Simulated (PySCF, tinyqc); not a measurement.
Worked calculation: CID on RHF in the sto-6g basis, frozen core, for BH, spin multiplicity 1. The lowest restricted solution is unstable here: a spin-polarised one lies 0.0637 hartree lower (PySCF). One step of it, computed by the program tinyqc.

Question. CID: roots. Diagonalise (each vector has its largest component positive (the first on a tie)); all determinants have Ms = 0, so triplets appear too. The lowest singlet root is the correlation energy.

Occupation strings over the orbitals (2 doubly, a alpha, b beta, 0 empty; spin orbitals ordered 1a 1b 2a 2b ...): 222000 220200 2ab200 220020 2ab020 220002 2ab002 2ba200 202200 2ba020 202020 2ba002 202002

H - E(HF) between determinants (hartree), lower triangle:
```
           222000     220200     2ab200     220020     2ab020     220002     2ab002    2ba200
222000   0.000000
220200   0.016507   0.507867
2ab200   0.022160  -0.128746   0.427431
220020   0.016507   0.031641   0.000000   0.507867
2ab020   0.022160   0.000000   0.031641  -0.128746   0.427431
220002   0.191906   0.023216   0.000000   0.023216   0.000000   0.387227
2ab002  -0.032460   0.000000   0.023216   0.000000   0.023216  -0.013853   0.470998
2ba200  -0.022160   0.128746  -0.079125   0.000000   0.000000   0.000000   0.000000  0.427431
202200   0.105839   0.079125  -0.050081   0.000000   0.000000   0.000000   0.000000  0.050081
2ba020  -0.022160   0.000000   0.000000   0.128746  -0.079125   0.000000   0.000000  0.031641
202020   0.105839   0.000000   0.000000   0.079125  -0.050081   0.000000   0.000000  0.000000
2ba002   0.032460   0.000000   0.000000   0.000000   0.000000   0.013853  -0.079125  0.023216
202002   0.073493   0.000000   0.000000   0.000000   0.000000   0.079125   0.064813  0.000000

          202200    2ba020    202020     2ba002    202002
202200  0.580810
2ba020  0.000000  0.427431
202020  0.031641  0.050081  0.580810
2ba002  0.000000  0.023216  0.000000   0.470998
202002  0.023216  0.000000  0.023216  -0.064813  0.788583
```

Give: lowest roots of this matrix, relative to E(HF); lowest vectors; <S^2> of these roots; weight of the ground state by excitation level 0, 1, 2, ....

Answer.

lowest roots of this matrix, relative to E(HF) (hartree): -0.1144  0.2934  0.3167  0.3364  0.3525  0.4193  0.4276  0.4844

lowest vectors:
```
         root 1   root 2   root 3   root 4
222000   0.9130   0.0000   0.0000  -0.0660
220200  -0.0124   0.5026   0.0000   0.4401
2ab200  -0.0455   0.3515   0.5000   0.3041
220020  -0.0124  -0.5026   0.0000   0.4401
2ab020  -0.0455  -0.3515  -0.5000   0.3041
220002  -0.3387   0.0000   0.0000  -0.4269
2ab002   0.0450   0.0000   0.0000  -0.1420
2ba200   0.0455  -0.3515   0.5000  -0.3041
202200  -0.1364  -0.0178   0.0000  -0.0011
2ba020   0.0455   0.3515  -0.5000  -0.3041
202020  -0.1364   0.0178   0.0000  -0.0011
2ba002  -0.0450   0.0000   0.0000   0.1420
202002  -0.0441   0.0000   0.0000   0.1263
```

<S^2> of these roots: 0.0000  0.0000  2.0000  0.0000  2.0000  2.0000  0.0000  0.0000

weight of the ground state by excitation level 0, 1, 2, ...: 0.8335  0.0000  0.1665

The reference has a weight of only 0.83: one determinant is a poor start here.
